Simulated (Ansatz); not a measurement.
For SnS (Pnma, No. 62), PBEsol in Ansatz (PAW) gives:

```
Quantity               Result
---------------  ------------
cohesive energy  3.96 eV/atom
band gap              0.56 eV
```

Task: What does HSE06 (plane waves, PAW; Ansatz, a first-principles code) give for the same quantities?

Result: 
- cohesive energy: 3.45 eV/atom (drops by 0.51 eV/atom)
- band gap: 1.34 eV (grows by 0.78 eV)

For comparison: band gap 1.08 eV (measured, temperature not stated, no zero-point or thermal correction, compiled measured gap; kind and temperature not stated; as tabulated in Kothakonda et al. (2022), arXiv:2208.02841).

Changes are worked out from the printed values.

Unless a cell is named, each level is at its own relaxed cell (PBEsol 23.40, HSE06 25.30 Å³/atom).

Levels without +SOC leave out spin–orbit coupling, which shifts energies and cells of such heavy elements.

Levels without +SOC have no spin–orbit coupling; where heavier elements are present it shifts gaps, mostly down, and can invert bands. Density-functional gaps are differences of (generalised) Kohn–Sham levels.

Caveats: the relaxation could not lower the start's symmetry, so the cell can be a saddle point above a distorted one (PBEsol, HSE06). Ansatz's density-functional and Hartree–Fock values are scalar-relativistic unless marked +SOC, with PAW data made under PBE.
